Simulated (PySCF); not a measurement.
The scaffold formyl-X carries different groups X. Gas-phase values, no solvent. One relaxed conformer stands for each flexible species; it need not be the lowest. Strings in code marks are SMILES.

Method: PySCF with M06-2X/def2-TZVP // B3LYP-D3(BJ)/def2-TZVP. All candidates: neutral, multiplicity 1. Delta-SCF ions had no search for a lower state. Excitations are Tamm–Dancoff values on a coarser integration grid. The basis has no diffuse functions, so Rydberg states are missing or too high.

vertical ionisation energy (Delta-SCF): 10.40 eV
HOMO–LUMO gap: 10.84 eV
T1 excitation (TDA): 5.16 eV

Task: Say which member has these values.
A. `O=CO` (O–C–O–H torsion 0°)
B. `O=[CH][GeH3]`
C. `NC=O`
D. `CNC=O` (C–N–C–O torsion 0°)

Result: C, `NC=O`. The others give `O=[CH][GeH3]`: 9.52 eV, 8.04 eV, 2.57 eV; `CNC=O` (C–N–C–O torsion 0°): 10.08 eV, 10.37 eV, 5.27 eV; `O=CO` (O–C–O–H torsion 0°): 11.59 eV, 11.27 eV, 5.29 eV
